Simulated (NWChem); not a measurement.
System: dimethyl ether (C2H6O); SMILES COC

The following NWChem deck was run.

```
start job
memory heap 200 mb stack 900 mb global 1100 mb
geometry units angstroms noautosym nocenter noautoz
  C      1.161079     0.000000     0.184739
  O      0.000000     0.000000    -0.581115
  C     -1.161079     0.000000     0.184739
  H      1.233042    -0.895231     0.836189
  H      1.233042     0.895231     0.836189
  H      2.021460     0.000000    -0.499582
  H     -1.233042    -0.895231     0.836189
  H     -2.021460     0.000000    -0.499582
  H     -1.233042     0.895231     0.836189
end
basis spherical
  * library 6-31+g*
end
dft
  xc bhlyp
  iterations 150
end
property
  response 1 0.0
end
task dft property
```

Output (shortened):

```
             Northwest Computational Chemistry Package (NWChem) 7.3.0
             --------------------------------------------------------

                             Geometry "geometry" -> ""
                             -------------------------

 Output coordinates in angstroms (scale by  1.889725989 to convert to a.u.)

  No.       Tag          Charge          X              Y              Z
 ---- ---------------- ---------- -------------- -------------- --------------
    1 C                    6.0000     1.16107900     0.00000000     0.18473900
    2 O                    8.0000     0.00000000     0.00000000    -0.58111500
    3 C                    6.0000    -1.16107900     0.00000000     0.18473900
    4 H                    1.0000     1.23304200    -0.89523100     0.83618900
    5 H                    1.0000     1.23304200     0.89523100     0.83618900
    6 H                    1.0000     2.02146000     0.00000000    -0.49958200
    7 H                    1.0000    -1.23304200    -0.89523100     0.83618900
    8 H                    1.0000    -2.02146000     0.00000000    -0.49958200
    9 H                    1.0000    -1.23304200     0.89523100     0.83618900

 Effective nuclear repulsion energy (a.u.)      84.3016808458

                              NWChem Property Module
                              ----------------------

                                 NWChem DFT Module
                                 -----------------

 Summary of "ao basis" -> "ao basis" (spherical)
 ------------------------------------------------------------------------------
       Tag                 Description            Shells   Functions and Types
 ---------------- ------------------------------  ------  ---------------------
 C                          6-31+g*                  8       18   4s3p1d
 O                          6-31+g*                  8       18   4s3p1d
 H                          6-31+g*                  2        2   2s

            General Information
            -------------------
          SCF calculation type: DFT
          Wavefunction type:  closed shell.
          No. of atoms     :     9
          No. of electrons :    26
           Alpha electrons :    13
            Beta electrons :    13
          Charge           :     0
          Spin multiplicity:     1
          Use of symmetry is: off; symmetry adaption is: off
          Maximum number of iterations: 150
          AO basis - number of functions:    66
                     number of shells:    36
          Convergence on energy requested:  1.00D-06
          Convergence on density requested:  1.00D-05
          Convergence on gradient requested:  5.00D-04

              XC Information
              --------------
                        BHLYP Method XC Functional
                     Hartree-Fock (Exact) Exchange  0.500
                        Slater Exchange Functional  0.500 local
                    Becke 1988 Exchange Functional  0.500 non-local
              Lee-Yang-Parr Correlation Functional  1.000

             Grid Information
             ----------------
          Grid used for XC integration:  medium
          Radial quadrature: Mura-Knowles
          Angular quadrature: Lebedev.
          Tag              B.-S. Rad. Rad. Pts. Rad. Cut. Ang. Pts.
          ---              ---------- --------- --------- ---------
          C                   0.70       49          12.0       434
          O                   0.60       49           9.0       434
          H                   0.35       45          11.0       434
          Grid pruning is: on
          Number of quadrature shells:   417
          Spatial weights used:  Erf1

      Superposition of Atomic Density Guess
      -------------------------------------

 Sum of atomic energies:        -153.07312017

      Non-variational initial energy
      ------------------------------

 Total energy =    -154.762641
 1-e energy   =    -373.452322
 2-e energy   =     134.388000
 HOMO         =      -0.340257
 LUMO         =       0.057861

   convergence    iter        energy       DeltaE   RMS-Dens  Diis-err
 ---------------- ----- ----------------- --------- --------- ---------
 d= 0,ls=0.0,diis     1   -154.8923994173 -2.39D+02  8.39D-03  3.17D-01
 d= 0,ls=0.0,diis     2   -154.9156398132 -2.32D-02  3.61D-03  1.82D-01
 d= 0,ls=0.0,diis     3   -154.9315999442 -1.60D-02  9.58D-04  1.44D-02
 d= 0,ls=0.0,diis     4   -154.9328374978 -1.24D-03  2.58D-04  6.26D-04
 d= 0,ls=0.0,diis     5   -154.9329113821 -7.39D-05  5.75D-05  2.14D-05
  Resetting Diis
 d= 0,ls=0.0,diis     6   -154.9329143197 -2.94D-06  9.20D-06  2.45D-07
 d= 0,ls=0.0,diis     7   -154.9329143679 -4.82D-08  1.84D-06  6.25D-09

         Total DFT energy =     -154.932914367895
      One electron energy =     -376.369204692713
           Coulomb energy =      158.723363454506
    Exchange-Corr. energy =      -21.588753975500
 Nuclear repulsion energy =       84.301680845811

 Numeric. integr. density =       26.000012081431

                       DFT Final Molecular Orbital Analysis
                       ------------------------------------

 Vector   11  Occ=2.000000D+00  E=-4.438341D-01
              MO Center= -1.5D-08, -5.3D-09, -6.0D-02, r^2= 3.3D+00
   Bfn.  Coefficient  Atom+Function         Bfn.  Coefficient  Atom+Function
  ----- ------------  ---------------      ----- ------------  ---------------
     3      0.266790  1 C  px                39      0.266790  3 C  px
    59      0.214198  6 H  s                 63     -0.214198  8 H  s
     5     -0.195210  1 C  pz                41      0.195210  3 C  pz
    21     -0.174137  2 O  px                60      0.169525  6 H  s
    64     -0.169525  8 H  s                  7      0.131983  1 C  px

 Vector   12  Occ=2.000000D+00  E=-3.910749D-01
              MO Center=  1.7D-08, -3.8D-10, -2.7D-01, r^2= 2.2D+00
   Bfn.  Coefficient  Atom+Function         Bfn.  Coefficient  Atom+Function
  ----- ------------  ---------------      ----- ------------  ---------------
    23      0.467109  2 O  pz                27      0.310821  2 O  pz
     5     -0.235278  1 C  pz                41     -0.235278  3 C  pz
    24     -0.212652  2 O  s                 59      0.121846  6 H  s
    63      0.121846  8 H  s                 60      0.118919  6 H  s
    64      0.118919  8 H  s                 20     -0.118218  2 O  s

 Vector   13  Occ=2.000000D+00  E=-3.311331D-01
              MO Center= -4.0D-09,  1.0D-09, -9.8D-02, r^2= 1.9D+00
   Bfn.  Coefficient  Atom+Function         Bfn.  Coefficient  Atom+Function
  ----- ------------  ---------------      ----- ------------  ---------------
    22      0.554159  2 O  py                26      0.407087  2 O  py
    56      0.166394  4 H  s                 58     -0.166394  5 H  s
    62      0.166394  7 H  s                 66     -0.166394  9 H  s
     4     -0.148441  1 C  py                40     -0.148441  3 C  py
    55      0.129728  4 H  s                 57     -0.129728  5 H  s

 Vector   14  Occ=0.000000D+00  E= 3.606653D-02
              MO Center= -5.5D-09, -7.1D-08,  8.5D-01, r^2= 1.1D+01
   Bfn.  Coefficient  Atom+Function         Bfn.  Coefficient  Atom+Function
  ----- ------------  ---------------      ----- ------------  ---------------
    10      1.129841  1 C  s                 46      1.129841  3 C  s
    28     -1.113782  2 O  s                 31     -0.250540  2 O  pz
     7     -0.167732  1 C  px                43      0.167732  3 C  px
     6     -0.148067  1 C  s                 42     -0.148067  3 C  s
     9     -0.133062  1 C  pz                45     -0.133062  3 C  pz

 Vector   15  Occ=0.000000D+00  E= 5.229487D-02
              MO Center= -3.9D-08, -1.4D-08,  5.1D-01, r^2= 1.5D+01
   Bfn.  Coefficient  Atom+Function         Bfn.  Coefficient  Atom+Function
  ----- ------------  ---------------      ----- ------------  ---------------
    11      1.366491  1 C  px                47      1.366491  3 C  px
    10     -1.041455  1 C  s                 46      1.041455  3 C  s
     6     -0.258366  1 C  s                 42      0.258366  3 C  s
    60     -0.132297  6 H  s                 64      0.132297  8 H  s
    13      0.127635  1 C  pz                49     -0.127635  3 C  pz

 Vector   16  Occ=0.000000D+00  E= 6.089347D-02
              MO Center= -1.6D-09, -3.7D-07, -4.4D-01, r^2= 1.1D+01
   Bfn.  Coefficient  Atom+Function         Bfn.  Coefficient  Atom+Function
  ----- ------------  ---------------      ----- ------------  ---------------
    28      1.584491  2 O  s                 13      0.776781  1 C  pz
    49      0.776781  3 C  pz                10     -0.575415  1 C  s
    46     -0.575415  3 C  s                 11      0.466884  1 C  px
    47     -0.466884  3 C  px                24      0.251942  2 O  s
     7      0.212258  1 C  px                43     -0.212258  3 C  px

     Multipole analysis of the density
     ---------------------------------

     L   x y z        total         alpha         beta         nuclear
     -   - - -        -----         -----         ----         -------
     0   0 0 0     -0.000000    -13.000000    -13.000000     26.000000

[...]

 DFT Linear Response polarizability / au
 Frequency  =       0.0000000 / au
              X              Y              Z
 -----------------------------------------------
 X      32.0372852      0.0000000     -0.0000000
 Y       0.0000000     26.9997892      0.0000000
 Z      -0.0000000      0.0000000     26.9294136
 -----------------------------------------------
 Eigenvalues =      32.0372852     26.9997892     26.9294136
 Isotropic   =      28.6554960
 Anisotropic =       5.0730499
 -----------------------------------------------

 Magnetic Dipole Response Matrix (nonzero elements):

 Exiting AOResponse driver routine
```

Level: BHandHLYP/6-31+G* (spherical d). Geometry: optimised at PBE0/def2-SVP.
